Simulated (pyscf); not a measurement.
# Four-centre exchange: HO–SiH: (SMILES O[SiH]) [singlet] + H₂O (SMILES O) → HO–SiH: (SMILES O[SiH]) [singlet] + H₂O (SMILES O)

Gas phase, singlet surface, charge 0. Bonds broken: O1–H3, O5–H6. Bonds formed: O1–H6, H3–O5. Optimised with ωB97X-D3(BJ)/def2-SVP in PySCF. Correlated levels are frozen-core, on RHF or UHF. ΔMP2 is the change of the MP2 total energy from the triple- to the quadruple-zeta basis.

Transition state (Å):

```xyz
7

O      0.0737     0.0184    -0.0298
Si     1.3416     0.9615    -0.4666
H     -0.4098    -1.1078     0.6527
H      0.5634     2.1032    -1.1782
O     -1.5077    -1.2785     0.7253
H     -1.2639    -0.3429     0.1676
H     -1.7289    -1.9485     0.0607
```

One imaginary mode, 1720i cm⁻¹; descent along it reached the two sides named, in the forms told below.

```json
[
 {"bond": "O1–H3", "change": "breaks", "reactant side (Å)": "0.979", "saddle": "1.403", "product side": "3.2"},
 {"bond": "O5–H6", "change": "breaks", "reactant side (Å)": "0.966", "saddle": "1.116", "product side": "1.784"},
 {"bond": "O1–H6", "change": "forms", "reactant side (Å)": "3.3", "saddle": "1.400", "product side": "0.979"},
 {"bond": "H3–O5", "change": "forms", "reactant side (Å)": "1.788", "saddle": "1.113", "product side": "0.966"}
]
```

Electronic energies relative to the separated reactants (eV):

| level | barrier | reaction energy | reverse barrier |
|---|---|---|---|
| ωB97X-D3(BJ)/def2-TZVP | 1.66 | 0.00 | 1.66 |
| PBE/def2-TZVP | 1.31 | 0.00 | 1.31 |
| r²SCAN/def2-TZVP | 1.43 | 0.00 | 1.43 |
| B3LYP-D3(BJ)/def2-TZVP | 1.56 | 0.00 | 1.56 |
| PBE0-D3(BJ)/def2-TZVP | 1.49 | 0.00 | 1.49 |
| M06-2X/def2-TZVP | 1.60 | 0.00 | 1.60 |
| ωB97M-D3(BJ)/def2-TZVP | 1.63 | 0.00 | 1.63 |
| HF/def2-TZVP | 2.41 | 0.00 | 2.41 |
| MP2/def2-QZVPP | 1.63 | 0.00 | 1.63 |
| CCSD/def2-TZVPP | 1.87 | 0.00 | 1.87 |
| CCSD(T)/def2-TZVPP | 1.73 | 0.00 | 1.73 |
| CCSD(T)/def2-TZVPP + ΔMP2(QZVPP) | 1.74 | 0.00 | 1.74 |

With CCSD(T)/def2-TZVPP + ΔMP2(QZVPP) energies and thermal terms (ideal gas, 1 atm, RRHO with modes under 100 cm⁻¹ raised to 100, one conformer, R ln 2 for chiral ones without a mode under 150 cm⁻¹), in eV:

```csv
T (K),ΔH‡,ΔG‡,ΔH,ΔG
298,1.67,2.09,0.00,0.00
600,1.66,2.52,0.00,0.00
900,1.68,2.95,0.00,0.00
1200,1.71,3.38,0.00,0.00
```

On the reactant side the descent ends in a complex, 0.31 eV under the separated species and 1.97 eV under the saddle at ωB97X-D3(BJ)/def2-TZVP. On the product side the descent ends in a complex (not fully relaxed), 0.31 eV under the separated species and 1.97 eV under the saddle at ωB97X-D3(BJ)/def2-TZVP. The same reactants have a lower exit, to HO–Si:–OH [singlet] + H₂ (barrier +0.25 eV at ωB97M-D3(BJ)/def2-TZVP, against +1.63 eV here). Another saddle between the same species, by other bonds, lies lower (0.02 eV against 1.63 eV at ωB97M-D3(BJ)/def2-TZVP). The CCSD(T) − MP2 part came from Ansatz, without density fitting, on the same reference.
